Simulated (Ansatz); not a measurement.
in.yaml

```yaml
crystal:
  periodic: [false, false, false]
  atoms:
    - {symbol: N, position_ang: [0.000000, -0.484969, 1.254083]}
    - {symbol: Si, position_ang: [0.000000, 0.524235, 0.018749]}
    - {symbol: N, position_ang: [0.000000, -0.526367, -1.454098]}
    - {symbol: H, position_ang: [0.000000, -0.553520, 2.257049]}
basis:
  gaussian: {orbitals: cc-pVDZ}
magnetization: {spin_polarized: true, initial_magnetization: 1}
hamiltonian: {xc: hf}
output: {orbitals: {seedname: orbitals}}
```

```sh
$ ansatz run in.yaml --threads 1 --pin off --events-out ev --progress --plain --max-ram 2393MiB
```

Output:

```
501 factors; integrals over basis functions are off by at most 1.3e-3 eV
mean field evaluation 1: about -10831.0843 eV, gradient 2.7e1 eV
mean field evaluation 2: about -10831.0889 eV, gradient 2.7e1 eV
mean field evaluation 4: about -10835.4199 eV, gradient 3.1e0 eV
mean field evaluation 8: about -10835.6176 eV, gradient 1.0e0 eV
mean field evaluation 16: about -10836.7451 eV, gradient 3.0e-4 eV
mean field evaluation 32: about -10837.4357 eV, gradient 2.8e-5 eV
mean field evaluation 64: about -10836.4415 eV, gradient 2.6e-6 eV
mean field evaluation 96: about -10837.5975 eV, gradient 1.5e0 eV
mean field evaluation 128: about -10836.9854 eV, gradient 2.1e0 eV
mean field evaluation 160: about -10837.7388 eV, gradient 1.5e0 eV
mean field evaluation 192: about -10835.8579 eV, gradient 1.2e0 eV
mean field evaluation 224: about -10837.0593 eV, gradient 7.9e-1 eV
mean field evaluation 256: about -10832.2549 eV, gradient 8.9e0 eV
mean field evaluation 288: about -10836.2569 eV, gradient 4.6e-1 eV
mean field evaluation 320: about -10836.0415 eV, gradient 1.7e0 eV
mean field evaluation 352: about -10833.4729 eV, gradient 1.6e1 eV
mean field evaluation 384: about -10835.5529 eV, gradient 7.1e-1 eV
mean field evaluation 416: about -10837.1604 eV, gradient 8.7e-1 eV
mean field evaluation 448: about -10837.4291 eV, gradient 8.1e-1 eV
mean field -10838.01476245 eV, -398.2896962500 hartree, gradient 2.8e-6 eV, S^2 1.808890; 11 other end points of the search recorded, 0 dependent functions left out
reference -10838.01476245 eV, -398.2896962500 hartree; 15, 14 occupied and 36, 37 virtual orbitals, 501 factors
Total energy: -10838.01476245 eV, -398.2896962500 hartree
```

Ran on 1 thread of Arm Neoverse V1, shared host: 4.8 s wall, 0.09 GiB peak host memory.
